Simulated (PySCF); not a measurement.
Carbonyl fluoride, CF2O.
Bonds: O1–C2 (double), C2–F3, C2–F4.

All values: PBE0/pcSseg-1 and CAM-B3LYP/def2-SVPD (PySCF, non-relativistic), on one gas-phase PBE0-D3(BJ)/def2-SVP geometry that isn't relaxed in the solvent. The solvent is an IEF-PCM continuum (Bondi radii, 1.10 Å for H, scaled by 1.2). Only the electrostatic response of the medium enters.

Gas phase at PBE0/pcSseg-1: HOMO -10.35 eV, LUMO -0.40 eV, dipole 1.15 D.

**Question.** What does the continuum do to the energy, the frontier levels and the dipole at PBE0/pcSseg-1 in chloroform?

**Answer.** 
```csv
solvent,ε,E(solvent) − E(gas) (kJ/mol),polarisation term (kJ/mol),distortion of the solute (kJ/mol),HOMO (eV),LUMO (eV),dipole (D)
chloroform,4.711,-6.92,-7.37,0.45,-10.34,-0.29,1.31
```

The first energy column is the sum of the next two and covers electrostatics alone.

**Question.** Which radius a makes the point-dipole formula ΔE = −[(ε − 1)/(2ε + 1)]·μ²/a³ give the value in chloroform, with the gas-phase dipole?

**Answer.** μ = 0.453 au and |ΔE| = 0.00264 Eh give a = 1.60 Å; the farthest nucleus lies 1.26 Å from the centroid of the nuclei. The formula assumes a rigid point dipole at the centre of a sphere.

**Question.** Which Hirshfeld charges (PBE0/pcSseg-1) respond most in chloroform (means over atoms taken as equivalent)?

**Answer.** 
| atoms | environment | gas (e) | solvent (e) | change |
| --- | --- | --- | --- | --- |
| O1 | carbonyl oxygen | -0.225 | -0.240 | -0.015 |
| C2 | carbonyl carbon | +0.329 | +0.338 | +0.009 |
| F3/F4 | acyl fluorine | -0.052 | -0.049 | +0.003 |

**Question.** Which Mayer bond orders change most in chloroform?

**Answer.** 
```tsv
bond	length (Å)	gas	solvent	change
O1–C2	1.171	2.114	2.097	-0.017
C2–F3	1.307	1.067	1.071	+0.004
C2–F4	1.307	1.068	1.071	+0.003
```

Gas phase at CAM-B3LYP/def2-SVPD: HOMO -12.07 eV, LUMO 0.56 eV, dipole 1.11 D.

**Question.** What does the continuum do to the energy, the frontier levels and the dipole at CAM-B3LYP/def2-SVPD in chloroform?

**Answer.** 
```json
{"solvent": "chloroform", "ε": "4.711", "E(solvent) − E(gas) (kJ/mol)": "-6.68", "polarisation term (kJ/mol)": "-7.18", "distortion of the solute (kJ/mol)": "0.50", "HOMO (eV)": "-12.05", "LUMO (eV)": "0.66", "dipole (D)": "1.29"}
```

**Question.** How does the static polarisability (CAM-B3LYP/def2-SVPD, frozen core, with the continuum's full static response) change?

**Answer.** 
```csv
medium,isotropic (au),principal values (au),⟨r²⟩ of the electrons (bohr²)
gas,18.3,"13.7, 18.6, 22.5",194.5
chloroform,20.7,"15.3, 21.0, 25.8",194.7
```

The isotropic value in chloroform is 1.13 times the gas-phase one; no cavity-field correction is applied. ⟨r²⟩ is taken about the centre of nuclear charge.

Hardware: an Intel Xeon Platinum 8252C at 3.80 GHz with one thread, no GPU, on a shared host. Cost: 2.6 s, 0.34 GiB resident at most. This is the whole shielding run at PBE0/pcSseg-1 in chloroform, SCF included.
